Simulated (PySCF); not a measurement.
# One molecule, many functionals

Species: sodium fluoride, NaF.
Structure used (PBE0-D3(BJ)/def2-SVP), in Å, numbered top down from 1:
```xyz
2
NaF angstrom
F      0.946   -0.003   -0.010
Na    -0.940    0.005   -0.019
```

Linear-response calculations in the def2-SVPD basis (PySCF; singlets by full response, triplets Tamm–Dancoff, core orbitals frozen in the response; HF means time-dependent Hartree–Fock). 'Strongest' is the level of largest summed f among the singlets computed (10 roots, of which the last may lack a degenerate partner); it can jump between rows when another state enters that window. S1 is the lowest singlet of each run and needn't be the same state throughout; f(S1) is that of one state. Isolated species at its PBE0-D3(BJ)/def2-SVP geometry, gas phase.

```tsv
functional	kind	S1 (eV)	f(S1)	strongest (eV)	T1 (eV)	HOMO (eV)	gap (eV)	ionisation energy, ΔSCF (eV)
LDA	LDA	3.53	0.009	3.89	3.48	-5.31	3.52	11.12
PBE	GGA	3.20	0.007	3.58	3.12	-5.12	3.18	10.64
B3LYP	global hybrid, 20% exact exchange	4.01	0.009	4.36	3.95	-6.65	4.95	10.54
PBE0	global hybrid, 25% exact exchange	4.35	0.010	4.68	4.27	-6.85	5.50	10.29
BHandHLYP	global hybrid, 50% exact exchange	5.28	0.013	7.67	5.21	-8.73	7.59	9.99
CAM-B3LYP	range-separated hybrid	4.63	0.014	7.00	4.55	-8.51	7.49	10.55
wB97X-D	range-separated hybrid	4.86	0.015	6.83	4.83	-8.79	8.64	10.38
LC-wPBE	range-separated hybrid	5.26	0.019	7.35	5.15	-9.76	9.45	10.53
HF	Hartree–Fock	7.28	0.022	9.27	7.15	-11.77	11.52	not settled
```

S1 runs from 3.20 eV (PBE) to 7.28 eV (HF), a spread of 4.08 eV, while the orbital gap spreads over 8.3 eV. Along PBE (0%), B3LYP (20%), PBE0 (25%), BHandHLYP (50%), HF (100%) S1 rises with the share of exact exchange. −ε(HOMO) comes closest to its own ΔSCF ionisation energy with LC-wPBE (-0.77 eV) and misses most with LDA (-5.81 eV). 'Not settled' means that the ion's SCF failed to converge or may have ended in another state than the lowest.
